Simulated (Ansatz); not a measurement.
System: rock-salt TiC. Method: LDA (plane waves, PAW; Ansatz, a quantum-chemistry and plane-wave program).

Settings: plane-wave cutoff 520 eV, 26×26×26 k mesh, Fermi–Dirac smearing 0.056 eV (set by the program), no spin polarisation, scalar-relativistic PAW data made under PBE.

Computed at the level's own relaxed cell.

Elastic tensor (GPa, Voigt notation, ions relaxed):

```
  588.3   129.0   129.0     0.0     0.0     0.0
  129.0   588.3   129.0     0.0     0.0     0.0
  129.0   129.0   588.3     0.0     0.0     0.0
    0.0     0.0     0.0   176.9     0.0     0.0
    0.0     0.0     0.0     0.0   176.9     0.0
    0.0     0.0     0.0     0.0     0.0   176.9
```

Problem. Work out the Voigt, Reuss and Hill averages of the bulk and shear moduli, Young's modulus and Poisson's ratio from the printed constants.

Solution. K_V = [C11 + C22 + C33 + 2(C12 + C13 + C23)]/9 = [1764.9 + 2 × 387.0]/9 = 282.1 GPa. G_V = [1764.9 − 387.0 + 3 × 530.7]/15 = 198.0 GPa. From the compliances S = C⁻¹, K_R = 282.1 and G_R = 194.8 GPa. Hill means: K = 282.1, G = 196.4 GPa. E = 9KG/(3K + G) = 478 GPa, ν = (3K − 2G)/(6K + 2G) = 0.22, K/G = 1.44.

Measured, for comparison: elastic constant C11 500 GPa (temperature not stated, no zero-point or thermal correction, our sources range from 500 to 514; as tabulated in Jochym et al. (1999), arXiv:1301.6077); elastic constant C12 113 GPa (temperature not stated, no zero-point or thermal correction, our sources range from 106 to 113; as tabulated in Jochym et al. (1999), arXiv:1301.6077); elastic constant C44 175 GPa (temperature not stated, no zero-point or thermal correction; as tabulated in Jochym et al. (1999), arXiv:1301.6077). Computed (rounded) less measured: elastic constant C11 +18 % (+14 % to +18 % over the range), elastic constant C12 +14 % (+14 % to +22 % over the range), elastic constant C44 +1 %.

The computed numbers hold no vibrational or temperature effects.
